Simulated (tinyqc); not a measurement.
RKS/exchange-only LDA in the sto-6g basis, for H2F+, spin multiplicity 1, step by step (part 2 of 2). Computed by tinyqc, a small Python program that keeps every step (integrals from PySCF). Command: `OMP_NUM_THREADS=1 python tinyqc.py 20803 20804 out.jsonl` (the two numbers bound the seeds that draw the settings). One thread of a shared host (Intel(R) Xeon(R) Processor @ 2.60GHz), about 0.6 s of CPU time with the checks.

Geometry (angstrom):

| atom | x | y | z |
|---|---|---|---|
| F | 0.0000 | 0.0000 | 0.0000 |
| H | 0.0000 | 1.0050 | 0.6090 |
| H | 0.0000 | -1.0050 | 0.6090 |

## Iteration 2: diagonalisation and new density

extrapolated F (hartree):
```
           1F 1s    1F 2s   1F 2px   1F 2py   1F 2pz    2H 1s    3H 1s
1F 1s   -24.3722  -6.0122   0.0000   0.0000  -0.0058  -0.7204  -0.7204
1F 2s    -6.0122  -2.6996   0.0000   0.0000  -0.0746  -0.6391  -0.6391
1F 2px    0.0000   0.0000  -0.4822   0.0000   0.0000   0.0000   0.0000
1F 2py    0.0000   0.0000   0.0000  -0.5730   0.0000  -0.2769   0.2769
1F 2pz   -0.0058  -0.0746   0.0000   0.0000  -0.5349  -0.1834  -0.1834
2H 1s    -0.7204  -0.6391   0.0000  -0.2769  -0.1834  -0.5386  -0.1646
3H 1s    -0.7204  -0.6391   0.0000   0.2769  -0.1834  -0.1646  -0.5386
```

X:
```
              1        2        3       4        5        6       7
1F 1s   -0.4238   0.0000   0.6830  0.0000  -0.5994   0.0000  0.2367
1F 2s    0.9572   0.0000  -0.2063  0.0000  -0.2553   0.0000  0.4961
1F 2px   0.0000   0.0000   0.0000  1.0000   0.0000   0.0000  0.0000
1F 2py   0.0000   0.8043   0.0000  0.0000   0.0000   0.6882  0.0000
1F 2pz   0.3258   0.0000   0.6922  0.0000   0.6497   0.0000  0.1767
2H 1s   -0.5577  -0.6880  -0.2344  0.0000   0.1984   0.4022  0.3874
3H 1s   -0.5577   0.6880  -0.2344  0.0000   0.1984  -0.4022  0.3874
```

Diagonalise F' = X^T F X, C = X C', fill 5 alpha and 5 beta electrons from the bottom; D = 2 C_occ C_occ^T. Each column has its largest component positive (the first on a tie).

F' = X^T F X (hartree):
```
         1        2        3        4         5        6        7
1  -1.6950   0.0000   3.4978   0.0000   -3.4036   0.0000   1.6091
2   0.0000  -0.1119   0.0000   0.0000    0.0000  -0.0271   0.0000
3   3.4978   0.0000  -9.6513   0.0000    9.5730   0.0000  -5.5029
4   0.0000   0.0000   0.0000  -0.4822    0.0000   0.0000   0.0000
5  -3.4036   0.0000   9.5730   0.0000  -10.6486   0.0000   5.9229
6   0.0000  -0.0271   0.0000   0.0000    0.0000  -0.6989   0.0000
7   1.6091   0.0000  -5.5029   0.0000    5.9229   0.0000  -4.4885
```

orbital energies (hartree): MO1 -24.3781, MO2 -1.3094, MO3 -0.7002, MO4 -0.5750, MO5 -0.4822, MO6 -0.2209, MO7 -0.1106

coefficients C:
```
            MO1      MO2      MO3      MO4     MO5      MO6      MO7
1F 1s    0.9959  -0.2418   0.0000   0.0647  0.0000   0.0832   0.0000
1F 2s    0.0177   0.9544   0.0000  -0.3277  0.0000  -0.5014   0.0000
1F 2px   0.0000   0.0000   0.0000   0.0000  1.0000   0.0000   0.0000
1F 2py   0.0000   0.0000   0.7244   0.0000  0.0000   0.0000   0.7718
1F 2pz   0.0011   0.0927   0.0000   0.8475  0.0000  -0.5583   0.0000
2H 1s   -0.0030   0.0940   0.3701   0.2701  0.0000   0.6882  -0.7058
3H 1s   -0.0030   0.0940  -0.3701   0.2701  0.0000   0.6882   0.7058
```

D after iteration 2:
```
          1F 1s    1F 2s  1F 2px   1F 2py   1F 2pz    2H 1s    3H 1s
1F 1s    2.1091  -0.4688  0.0000   0.0000   0.0671  -0.0165  -0.0165
1F 2s   -0.4688   2.0373  0.0000   0.0000  -0.3784   0.0023   0.0023
1F 2px   0.0000   0.0000  2.0000   0.0000   0.0000   0.0000   0.0000
1F 2py   0.0000   0.0000  0.0000   1.0496   0.0000   0.5363  -0.5363
1F 2pz   0.0671  -0.3784  0.0000   0.0000   1.4539   0.4753   0.4753
2H 1s   -0.0165   0.0023  0.0000   0.5363   0.4753   0.4376  -0.1103
3H 1s   -0.0165   0.0023  0.0000  -0.5363   0.4753  -0.1103   0.4376
```

## Iteration 8 (converged): orbitals

converged F (hartree):
```
           1F 1s    1F 2s   1F 2px   1F 2py   1F 2pz    2H 1s    3H 1s
1F 1s   -24.6010  -6.0573   0.0000   0.0000  -0.0159  -0.7260  -0.7260
1F 2s    -6.0573  -2.7864   0.0000   0.0000  -0.1074  -0.6589  -0.6589
1F 2px    0.0000   0.0000  -0.5673   0.0000   0.0000   0.0000   0.0000
1F 2py    0.0000   0.0000   0.0000  -0.6690   0.0000  -0.2909   0.2909
1F 2pz   -0.0159  -0.1074   0.0000   0.0000  -0.6141  -0.1959  -0.1959
2H 1s    -0.7260  -0.6589   0.0000  -0.2909  -0.1959  -0.6174  -0.1706
3H 1s    -0.7260  -0.6589   0.0000   0.2909  -0.1959  -0.1706  -0.6174
```

As before.

F' = X^T F X (hartree):
```
         1        2        3        4         5        6        7
1  -1.8117   0.0000   3.5079   0.0000   -3.4389   0.0000   1.6102
2   0.0000  -0.2119   0.0000   0.0000    0.0000  -0.0357   0.0000
3   3.5079   0.0000  -9.7886   0.0000    9.6430   0.0000  -5.5516
4   0.0000   0.0000   0.0000  -0.5673    0.0000   0.0000   0.0000
5  -3.4389   0.0000   9.6430   0.0000  -10.7714   0.0000   5.9458
6   0.0000  -0.0357   0.0000   0.0000    0.0000  -0.7835   0.0000
7   1.6102   0.0000  -5.5516   0.0000    5.9458   0.0000  -4.5885
```

orbital energies (hartree): MO1 -24.6066, MO2 -1.3967, MO3 -0.7857, MO4 -0.6399, MO5 -0.5673, MO6 -0.3170, MO7 -0.2096

coefficients C:
```
            MO1      MO2      MO3      MO4     MO5      MO6      MO7
1F 1s    0.9960  -0.2415   0.0000   0.0701  0.0000   0.0783   0.0000
1F 2s    0.0172   0.9566   0.0000  -0.3494  0.0000  -0.4823   0.0000
1F 2px   0.0000   0.0000   0.0000   0.0000  1.0000   0.0000   0.0000
1F 2py   0.0000   0.0000   0.7368   0.0000  0.0000   0.0000   0.7600
1F 2pz   0.0015   0.1288   0.0000   0.8496  0.0000  -0.5480   0.0000
2H 1s   -0.0030   0.0853   0.3587   0.2614  0.0000   0.6927  -0.7117
3H 1s   -0.0030   0.0853  -0.3587   0.2614  0.0000   0.6927   0.7117
```

D after iteration 8:
```
          1F 1s    1F 2s  1F 2px   1F 2py   1F 2pz    2H 1s    3H 1s
1F 1s    2.1106  -0.4767  0.0000   0.0000   0.0600  -0.0105  -0.0105
1F 2s   -0.4767   2.0749  0.0000   0.0000  -0.3471  -0.0196  -0.0196
1F 2px   0.0000   0.0000  2.0000   0.0000   0.0000   0.0000   0.0000
1F 2py   0.0000   0.0000  0.0000   1.0856   0.0000   0.5286  -0.5286
1F 2pz   0.0600  -0.3471  0.0000   0.0000   1.4767   0.4661   0.4661
2H 1s   -0.0105  -0.0196  0.0000   0.5286   0.4661   0.4086  -0.1062
3H 1s   -0.0105  -0.0196  0.0000  -0.5286   0.4661  -0.1062   0.4086
```

## Convergence

Stop when the energy changes by less than 1e-08 hartree and every element of the error matrix X^T (F D S - S D F) X is below 3e-05.

Course of the cycle:

| iteration | E (hartree) | change | largest element of the error matrix |
|---|---|---|---|
| 1 | -97.743263 | - | 6.24e-01 |
| 2 | -97.000348 | 7.43e-01 | 1.40e+00 |
| 3 | -98.751469 | -1.75e+00 | 6.66e-02 |
| 4 | -98.752619 | -1.15e-03 | 5.21e-02 |
| 5 | -98.753694 | -1.07e-03 | 3.06e-02 |
| 6 | -98.754289 | -5.95e-04 | 2.89e-03 |
| 7 | -98.754294 | -4.95e-06 | 5.78e-05 |
| 8 | -98.754294 | -2.38e-09 | 1.93e-06 |

PySCF RKS in the same basis, fine grid = -98.754620 hartree

Converged in 8 iterations. The coarse grid moves the energy by +3.25e-04 hartree.

## Populations, bond orders and dipole

overlap S:
```
         1F 1s   1F 2s  1F 2px   1F 2py  1F 2pz   2H 1s    3H 1s
1F 1s   1.0000  0.2325  0.0000   0.0000  0.0000  0.0279   0.0279
1F 2s   0.2325  1.0000  0.0000   0.0000  0.0000  0.2994   0.2994
1F 2px  0.0000  0.0000  1.0000   0.0000  0.0000  0.0000   0.0000
1F 2py  0.0000  0.0000  0.0000   1.0000  0.0000  0.2177  -0.2177
1F 2pz  0.0000  0.0000  0.0000   0.0000  1.0000  0.1319   0.1319
2H 1s   0.0279  0.2994  0.0000   0.2177  0.1319  1.0000   0.1180
3H 1s   0.0279  0.2994  0.0000  -0.2177  0.1319  0.1180   1.0000
```

Mulliken: Z minus the diagonal of D S on the atom; Loewdin: the same with S^(1/2) D S^(1/2); Mayer order: 2 sum_s sum (D(s) S)_ij (D(s) S)_ji over the two atoms.

Charges (e):

| atom | Mulliken | Loewdin |
|---|---|---|
| 1F | 0.1329 | 0.2184 |
| 2H | 0.4335 | 0.3908 |
| 3H | 0.4335 | 0.3908 |

Mayer bond orders:

| pair | order |
|---|---|
| 2-1 | 0.7982 |
| 3-1 | 0.7982 |
| 3-2 | 0.0139 |

dipole moment about the origin, x y z (debye): 0.0000  0.0000  2.8996
